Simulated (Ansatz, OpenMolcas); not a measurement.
**Worked example: the enthalpy of formation of HNO2 (nitrous acid)**

The species is HNO2 (4 atoms), meant as a singlet with charge 0. As SMILES, `O=NO`. Geometry: relaxed at PBE0-D4/def2-TZVP.

| atom | x (Å) | y (Å) | z (Å) |
| --- | --- | --- | --- |
| O | 0.4137 | 0.0472 | 1.4373 |
| N | 0.3201 | -0.4194 | 0.3774 |
| O | -0.3626 | 0.4347 | -0.4926 |
| H | -0.3711 | -0.0625 | -1.3220 |

Total energies at PBE/def2-TZVP (OpenMolcas 26.06); the atoms run unrestricted:

```tsv
species	state	energy (Eh)
HNO2	singlet	-205.598713
O	triplet	-75.009671
N	quartet	-54.532142
H	doublet	-0.499616
```

Harmonic wavenumbers at PBE0-D4/def2-TZVP, in cm⁻¹: 604, 672, 886, 1326, 1820, 3801.

Measured heats of formation of the gaseous atoms at 298.15 K, in kJ/mol: O 249.2, N 472.4, H 218.0. Spin-orbit lowering of the atoms at 298 K (mean of the ground term's levels less their thermal mean, from spectra), in kJ/mol: O 0.40. Take 1 Eh = 2625.50 kJ/mol, 1 cm⁻¹ = 0.0119627 kJ/mol, RT = 2.479 kJ/mol.

Task: What heat of formation follows?

Result: 
1. Electronic atomisation energy: 2 × (-75.009671) + (-54.532142) + (-0.499616) − (-205.598713) = 0.547613 Eh = 1437.8 kJ/mol.
2. Zero-point energy: half the sum of the wavenumbers, 4554.5 cm⁻¹ = 54.5 kJ/mol.
3. Thermal vibrational enthalpy, Σ hcν̃/(exp(hcν̃/kT) − 1): 0.9 kJ/mol. Translation, rotation and pV of a non-linear molecule: 4 RT = 9.9 kJ/mol.
4. The 4 free atoms carry 5/2 RT each: 24.8 kJ/mol.
5. Spin-orbit coupling lowers the free atoms by 2 × 0.40 = 0.8 kJ/mol.
6. Atomisation enthalpy at 298 K: 1437.8 − 0.8 − 54.5 − 0.9 − 9.9 + 24.8 = 1396.5 kJ/mol.
7. Sum of the atoms' heats of formation: 1188.8 kJ/mol. Heat of formation: 1188.8 − 1396.5 = -207.7 kJ/mol.

The tabulated value is -78.7 kJ/mol (Active Thermochemical Tables), so this level is off by -129.0 kJ/mol, or 10.2 % of the atomisation enthalpy. Gradient-corrected functionals often overbind somewhat. Anharmonicity and any spin-orbit splitting of the molecule are left out.
